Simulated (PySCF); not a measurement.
## Unknown: peak-picked proton spectrum

Formula C3H8N2. The spectrum was simulated from the full spin Hamiltonian at 400 MHz with 0.8 Hz Lorentzian lines, from shifts rounded to 0.01 ppm and J to 0.1 Hz, couplings under 1 Hz left out. Exchangeable protons (3H) are left uncoupled and out of the list.

```tsv
region	integral (H)	ppm	Hz	height
1	1	2.160	864.2	13
1		2.150	859.9	26
1		2.141	856.4	29
1		2.139	855.7	19
1		2.130	852.1	52
1		2.121	848.5	20
1		2.119	847.8	29
1		2.111	844.2	27
1		2.100	840.0	14
2	2	0.530	212.2	2
2		0.511	204.3	2
2		0.489	195.6	13
2		0.487	194.7	15
2		0.475	189.8	30
2		0.470	188.0	100
2		0.465	185.9	32
2		0.455	181.9	44
2		0.451	180.3	93
2		0.445	178.2	29
2		0.435	174.0	18
2		0.433	173.1	16
2		0.409	163.6	3
2		0.390	155.9	3
3	2	0.176	70.5	3
3		0.165	66.0	3
3		0.133	53.2	17
3		0.131	52.3	18
3		0.120	48.1	44
3		0.115	46.0	92
3		0.110	44.0	47
3		0.104	41.7	89
3		0.100	39.9	34
3		0.096	38.5	17
3		0.088	35.1	15
3		0.085	34.1	13
3		0.055	21.9	2
3		0.044	17.7	2
```

¹³C{¹H} NMR (computed): δ 40.7 (CH), 5.8 (CH2).

Isolated molecule, equivalent nuclei averaged, one conformer, non-relativistic Hamiltonian. Structure optimised with GFN2-xTB; PBE0/pcSseg-1 with gauge-including orbitals; couplings computed with B3LYP/pcJ-1 (spin–dipole term only in couplings to heteroatoms); PySCF 2.14.

Shifts are taken against calculated references (same method and geometry level): ¹H (σref 31.72), ¹³C (σref 186.93) vs TMS.

(1) Analyse the multiplets.

(2) What is the compound?

Results:

(1) ¹H NMR (400 MHz, computed): δ 2.72 (br s, 2H), 2.13 (tt, J = 7.8, 4.3 Hz, 1H), 1.26 (br s, 1H), 0.46 (m, 2H), 0.11 (m, 2H). These are first-order names from the parameters used; overlap and second-order distortion can hide them in the list.

(2) SMILES C1C(NN)C1.

Mapped SMILES: `[NH2:1][NH:2][CH:3]1[CH2:4][CH2:5]1` (H(Xn): hydrogen on atom n). Ha(C4), Ha(C5) are cis to N2 on the ring; Hb(C4), Hb(C5) are trans to N2 on the ring.

δ 2.72: H(N1), hydrogen on a nitrogen bonded to O or N. δ 2.13: H(C3), hydrogen on a three-membered-ring carbon, coupled to Hb(C4)/Hb(C5) (7.8 Hz), Ha(C4)/Ha(C5) (4.3 Hz). δ 1.26: H(N2), hydrogen on a nitrogen bonded to O or N. δ 0.46: Hb(C4)/Hb(C5), hydrogen on a three-membered-ring carbon, coupled to H(C3) (7.8 Hz), Ha(C4)/Ha(C5) (6.9 Hz). δ 0.11: Ha(C4)/Ha(C5), hydrogen on a three-membered-ring carbon, coupled to Hb(C4)/Hb(C5) (6.9 Hz), H(C3) (4.3 Hz).

This is the structure that produced the data.

Exchangeable OH/NH protons stand at their gas-phase positions; hydrogen bonding in a real sample shifts them, mostly to higher δ. Splittings below 1 Hz are ignored in the labels, and close J values are merged. Couplings among chemically equivalent protons are left out too, so labels in AA′BB′ or AA′XX′ sets are apparent multiplicities. Unscaled 3J(H,H) at this level run about 10 % above measured values. Shifts are as computed. Against solution values, carbons near 30 ppm lie about +3 ppm off and those near 130 ppm about +5 ppm. Of 1211 compounds with measured shifts, 218 miss one by over three times the rms of a fit or turn the order of signals round; such compounds aren't used in these exercises. Couplings to exchangeable protons are dropped.
